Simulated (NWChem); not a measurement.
# fluoromethane (CH₃F); SMILES CF

Results from NWChem. Medium grid unless said otherwise, to which SCAN and Minnesota functionals are sensitive. The geometry was optimised at PBE0/def2-SVP. Hybrids' shares of exact exchange are those that their runs print; pure functionals count as 0. The functionals differ in more than this share.

```
row                                     share of exact exchange  orbital gap (eV)
--------------------------------------  -----------------------  ----------------
LDA (Slater exchange, VWN5)/def2-TZVPD                     0.00              8.05
PBE/def2-TZVPD                                             0.00              7.94
B3LYP/def2-TZVPD                                           0.20              9.79
PBE0/def2-TZVPD                                            0.25             10.34
M06-2X/def2-TZVPD                                          0.54             12.10
Hartree-Fock/def2-TZVPD                                    1.00          withheld
```

### Question
Fit a straight line of the last column on the one before it, predict the withheld value, and compare with the run.

### Answer

1. Means of the 5 shown rows: x = 0.198, y = 9.644. Slope Σ(x − x̄)(y − ȳ)/Σ(x − x̄)² = 1.529/0.1981 = 7.721; intercept 8.115.
2. The shown rows scatter about the line by 0.186 (root mean square); the largest residual is +0.29, at PBE0/def2-TZVPD.
3. At x = 1.00 (Hartree-Fock/def2-TZVPD; beyond the shown range) the line gives 15.84.
4. The run gives 16.29, +0.45 from the line, 2.4 times the scatter.
